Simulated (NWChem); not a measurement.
# NSF3 (thiazyl trifluoride) at 5 levels

Wanted: a comparison of 5 runs (HF/STO-3G, HF/3-21G, M06-2X/def2-SVPD, B3LYP/6-31G*) of NSF3 (thiazyl trifluoride). 

The calculation is run with NWChem 7.3.0.

39 further runs of the same task are left out: 39 set aside as unsound or not needed.

### Step 1. The system as given

NSF3 has 5 atoms, charge 0, and is taken as a singlet. SMILES: `N#S(F)(F)F`. The S2–F5 distance was set to 3.421 Å, away from the relaxed value. At this shape a bond of the SMILES string is far longer than usual.

Bond lengths: N1–S2 1.409 Å, S2–F3 1.555 Å, S2–F4 1.555 Å. Angles: N1–S2–F3 122.6°, N1–S2–F4 122.6°, F3–S2–F4 93.7°.

### Step 2. A single-point energy at HF/STO-3G (run 1)

File f3ns.nw:

```
START f3ns
TITLE "F3NS hf"
memory stack 880 mb heap 220 mb global 1100 mb

GEOMETRY units angstrom noautosym nocenter noautoz
   N       -0.985088      -1.518749       2.476545
   S       -0.682798      -1.515159       1.100655
   F        0.387912      -2.453899       0.476185
   F       -1.744078      -1.832209       0.009425
   F        0.482210       1.261610      -0.522150
END

BASIS "ao basis" spherical bse
   * library STO-3G
END

SCF
   thresh 1e-08
   maxiter 80
   print low
END

TASK scf
```

Run with:

```bash
$ nwchem f3ns.nw > f3ns.out
```

What it wrote:

```text
[...]
  functions       =    29
[...]
  wavefunction    = RHF
[...]
         Total SCF energy =   -740.317715604898
      One-electron energy =  -1503.695346200983
      Two-electron energy =    526.531786426700
 Nuclear repulsion energy =    236.845844169385
        Time for solution =      4.4s
 Task  times  cpu:        4.4s     wall:        4.4s
[...]
```

Wall time 5.1 s (1 thread of Intel Xeon 6975P-C (Granite Rapids), shared host); peak memory 0.1 GiB.

### Step 3. The energy at HF/3-21G (run 2)

File f3ns.xyz:

```xyz
5
F3NS
N     -0.985088    -1.518749     2.476545
S     -0.682798    -1.515159     1.100655
F      0.387912    -2.453899     0.476185
F     -1.744078    -1.832209     0.009425
F      0.482210     1.261610    -0.522150
```

File f3ns.nw:

```
start f3ns
title "F3NS"
memory total 2200 mb

geometry units angstroms noautosym nocenter noautoz
  load f3ns.xyz
end

basis "ao basis" spherical bse
  N library 3-21G
  S library 3-21G
  F library 3-21G
end

scf
  singlet
  rhf
  thresh 1e-08
  maxiter 80
end

task scf
```

Run with:

```bash
$ nwchem f3ns.nw > f3ns.out
```

What it wrote:

```text
[...]
  functions       =    49
[...]
  wavefunction    = RHF
[...]
         Total SCF energy =   -745.819641401612
      One-electron energy =  -1503.930714551243
      Two-electron energy =    521.265228980245
 Nuclear repulsion energy =    236.845844169386
        Time for solution =      1.8s
[...]
```

Run time: 2.4 s. Hardware: 1 thread of Intel Xeon 6975P-C (Granite Rapids), shared host; peak memory 0.1 GiB.

Runs 3 to 4 aren't shown in full; the table further down has their settings and results.

### Step 4. The energy at B3LYP/6-31G(d) (Cartesian functions) (run 5)

File f3ns.nw:

```
START f3ns
memory 2200 mb

GEOMETRY units atomic noautosym nocenter noautoz
   N   -1.86154653  -2.87001966   4.67999179
   S   -1.29030122  -2.86323555   2.07993651
   F    0.73304744  -4.63719705   0.89985923
   F   -3.29582976  -3.46237321   0.01781067
   F    0.91124483   2.38409738  -0.98672050
END

BASIS cartesian
   * library 6-31G*
END

DFT
   xc b3lyp
   grid xfine
   convergence energy 1e-08
   maxiter 100
   mulliken
   print medium
END

TASK dft energy
```

Run with:

```bash
$ nwchem f3ns.nw > f3ns.out
```

What it wrote:

```text
[...]
          Wavefunction type:  closed shell.
          No. of atoms     :     5
          No. of electrons :    50
[...]
          Charge           :     0
          Spin multiplicity:     1
[...]
          AO basis - number of functions:    79
[...]
              XC Information
              --------------
                         B3LYP Method XC Potential
                     Hartree-Fock (Exact) Exchange  0.200
                        Slater Exchange Functional  0.800 local
                    Becke 1988 Exchange Functional  0.720 non-local
              Lee-Yang-Parr Correlation Functional  0.810
                  VWN I RPA Correlation Functional  0.190 local
[...]
 d= 0,ls=0.0,diis     1   -751.6936808291 -9.89D+02  8.93D-02  2.73D+00     1.4
[...]
 d= 0,ls=0.5,diis    92   -752.1254808228 -9.85D-09  6.14D-07  3.08D-07   118.9
         Total DFT energy =     -752.125480830976
      One electron energy =    -1510.420024929014
           Coulomb energy =      585.338039983551
    Exchange-Corr. energy =      -63.889322888438
 Nuclear repulsion energy =      236.845827002926
[...]
      Total Density - Mulliken Population Analysis
     ---------------------------------------------
    Atom       Charge   Shell Charges
 -----------   ------   -------------------------------------------------------
    1 N    7     7.32   1.99  0.90  2.21  1.00  1.22  0.00
    2 S   16    14.95   2.00  1.99  5.97  1.41  2.59  0.21  0.44  0.35
    3 F    9     9.22   1.99  0.97  3.29  0.91  1.97  0.08
    4 F    9     9.22   1.99  0.97  3.29  0.91  1.97  0.08
    5 F    9     9.29   1.99  0.95  3.20  1.03  2.09  0.02
[...]
```

Wall time 2 min (1 thread of Intel Xeon 6975P-C (Granite Rapids), shared host); peak memory 0.13 GiB.

### Step 5. The series

```csv
run,level,iteration cap,module,energy (Eh),wall time
1,HF/STO-3G,80,scf,-740.317716,5.1 s
2,HF/3-21G,80,scf,-745.819641,2.4 s
3,M06-2X/def2-SVPD,100,dft,-751.600321,95 s
4,B3LYP/6-31G* (spherical functions),100,dft,-752.117612,1.9 min
5,B3LYP/6-31G* (Cartesian functions),100,dft,-752.125481,2 min
```

### Step 6. Summary of results

```
            quantity          value
 run 5: total energy  -752.12548 Eh
run 5: dipole moment         4.31 D
  run 5: HOMO energy       -8.28 eV
  run 5: LUMO energy       -6.96 eV
run 5: HOMO–LUMO gap        1.32 eV
```

What this shows: Over runs 2, 4, 5 the dipole moment (its size) runs from 4.31 D (B3LYP/6-31G*) to 5.94 D (HF/3-21G). The two ends differ in method and basis. Over runs 2, 4, 5 the HOMO–LUMO gap runs from 1.31 eV (B3LYP/6-31G*) to 4.54 eV (HF/3-21G). Totals of different functionals can't be ranked against each other. In run 1 the basis is minimal, so the values are rough. In all runs a closed-shell determinant meets a far-stretched bond; if it breaks into open shells, such a determinant describes it badly, and no broken-symmetry solution was shown. All runs together took 5.6 min, the longest 2 min.
